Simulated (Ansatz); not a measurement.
## Worked example: HGe–CH$_{3}$⁺, quartet against HGe–CH$_{3}$, triplet

Geometry (PBE0/def2-TZVP stationary point of a triplet), kept for both states (HGe–CH3, triplet: A''; HGe–CH3⁺, quartet: A''):

```xyz
6

Ge    0.0000   -0.0339    0.3367
C     0.0000    0.0760   -1.6330
H     0.0000    1.2646    1.1794
H     0.0000   -0.9316   -2.0470
H     0.8946    0.6023   -1.9682
H    -0.8946    0.6023   -1.9682
```

Basis cc-pVDZ; Ansatz 0.2.0. Only valence electrons are correlated (noble-gas cores and the filled d shells of p-block atoms frozen). R marks a restricted (for open shells ROHF) determinant, U an unrestricted one. No spin–orbit coupling is included, and no scalar relativity.

Full CI isn't at hand for all of this; UCCSDT(Q) serves as the reference, and is uncertain by about the last step of the cluster series.

```tsv
level	E(HGe–CH3, triplet) (hartree)	E(HGe–CH3⁺, quartet) (hartree)
UHF	-2115.470355	-2115.088182
UMP2	-2115.683044	-2115.270646
UCCSD(T)	-2115.722557	-2115.312895
PBE	-2117.015998	-2116.605020
wB97M-V	-2117.243833	-2116.826954
UCCSDT(Q)	-2115.723739	-2115.314160
```

Give the vertical gap, HGe–CH3⁺ quartet less HGe–CH3 triplet, at each level in eV (1 hartree = 27.2114 eV), and each error against UCCSDT(Q).

UCCSDT(Q): (-2115.314160 − (-2115.723739)) × 27.2114 = 11.145 eV (the reference)
wB97M-V: (-2116.826954 − (-2117.243833)) × 27.2114 = 11.344 eV, error 0.199 eV
PBE: (-2116.605020 − (-2117.015998)) × 27.2114 = 11.183 eV, error 0.038 eV
UCCSD(T): (-2115.312895 − (-2115.722557)) × 27.2114 = 11.147 eV, error 0.002 eV
UMP2: (-2115.270646 − (-2115.683044)) × 27.2114 = 11.222 eV, error 0.077 eV
UHF: (-2115.088182 − (-2115.470355)) × 27.2114 = 10.399 eV, error -0.746 eV

Total energies of functionals can't be set beside those of wave-function methods, since they hold the core's correlation and their own absolute errors; only the differences compare.

In so small a basis the reference is far from its limit while semilocal and hybrid functionals are nearer theirs, so the functionals' errors here hold much of the reference's basis and frozen-core error, which can add to them or hide them.

Each level lands on the state that its own search finds. T1 diagnostics of restricted CCSD: 0.014 and 0.034.
